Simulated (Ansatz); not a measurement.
**Si2H7, doublet: from triple and quadruple zeta to the limit**

```xyz
9

Si   -1.6487    0.0000    0.0000
H    -2.1435    1.3997    0.0000
H    -2.1435   -0.6999    1.2122
H    -2.1435   -0.6999   -1.2122
H     0.2063    0.0000    0.0000
Si    1.6463    0.0000    0.0000
H     2.0963   -1.4163    0.0000
H     2.0963    0.7081   -1.2265
H     2.0963    0.7081    1.2265
```

Ansatz 0.2.0, UHF determinant, valence electrons correlated. Energies in eV.

```
       set  X  functions  Hartree–Fock  MP2 correlation  CCSD(T) correlation                                                                                               time
def2-TZVPP  3        182   -15833.0156          -7.5135              -9.2718  5.5 s on 1 × NVIDIA H100 80GB HBM3 with 1 thread of AMD EPYC 7R13 Processor (Zen 3) (shared host)
def2-QZVPP  4        350   -15833.5212          -8.0175              -9.6886   30 s on 1 × NVIDIA H100 80GB HBM3 with 1 thread of AMD EPYC 7R13 Processor (Zen 3) (shared host)
```

Hartree–Fock is taken to follow E(X) = E∞ + A·exp(−7.88·√X), correlation E(X) = E∞ + B·X^−2.97.

Q: Work out the CCSD(T) energy at the limit, and how far the shortcut misses it that extrapolates MP2 and adds CCSD(T) minus MP2 from the smaller set.

A: Hartree–Fock: E∞ = E4 + 0.1377·(E4 − E3) = -15833.5908. Correlation: E∞ = E4 + 0.7407·(E4 − E3) = -9.9974 for CCSD(T) and -8.3908 for MP2. The limit is -15843.5882 eV, 0.378 eV below def2-QZVPP. The shortcut gives a correlation energy of -8.3908 + (-1.7583) = -10.1491, 152 meV lower than the direct value.

Past Ne part of the Hartree–Fock step between the two sets comes from the cores, which don't follow the formula, so the 70 meV that it adds to the total can overshoot; that part largely cancels in differences.
